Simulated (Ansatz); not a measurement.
Cost and result up the ladder for Al2H2 (the lowest singlet isomer of a short search) (4 atoms). The state is a singlet with charge 0. Geometry: PBE-D4/def2-TZVP.

```xyz
4

Al   -1.0862   -0.1265    0.7150
Al    1.2105   -0.4766   -0.1204
H     0.2971    1.0431    0.3797
H    -0.4214   -0.4399   -0.9743
```

Ansatz on 4 threads of Arm Neoverse V1 on a shared host. Times are rough, and most runs start from the orbitals of an earlier one. PBE0-D4/def2-TZVPD serves as the yardstick here, not as an exact answer. Differences are given only for rows in sets of like size (and for xTB, whose basis is part of the method), since another set adds its own error. Binding counts from free atoms at the same level (Al doublet, H doublet; other spins of the atoms weren't run), without zero-point energy or a counterpoise term.

Correlated methods freeze 10 core orbitals. The structure comes from a short search, and lower isomers may exist.

Correlated methods converge slowly with the basis.

```tsv
level	functions	wall time	binding energy per atom (eV)	difference from PBE0-D4/def2-TZVPD (eV)	remarks
PBE0-D4/def2-SVP	46	0.25 s	1.90	–	–
LDA (SPW92)/def2-TZVP	86	0.3 s	2.22	0.31	–
PBE-D4/def2-SVP	46	0.3 s	1.95	–	–
MP2/def2-TZVP	86	0.3 s	1.78	-0.13	restricted SCF unstable
PBE-D4/def2-TZVP	86	0.4 s	1.96	0.04	–
revPBE-D4/def2-TZVP	86	0.4 s	1.92	0.00	–
PBE-D4/def2-TZVPD	104	0.55 s	1.96	0.04	–
PBE0-D4/def2-TZVPD	104	0.55 s	1.92	0.00	–
PBE0-D4/def2-TZVP	86	0.6 s	1.92	0.00	–
CCSD(T)/def2-TZVPD	104	0.85 s	1.86	-0.06	large T1 (0.030), restricted SCF unstable
CCSD(T)/def2-TZVPP	112	0.9 s	1.89	-0.02	large T1 (0.029), restricted SCF unstable
r2SCAN-D4/def2-TZVP (with forces)	86	1 s	1.96	0.04	–
r2SCANh-D4/def2-TZVP	86	1 s	1.94	0.03	–
r2SCAN-D4/def2-TZVPD	104	1.2 s	1.96	0.05	–
```
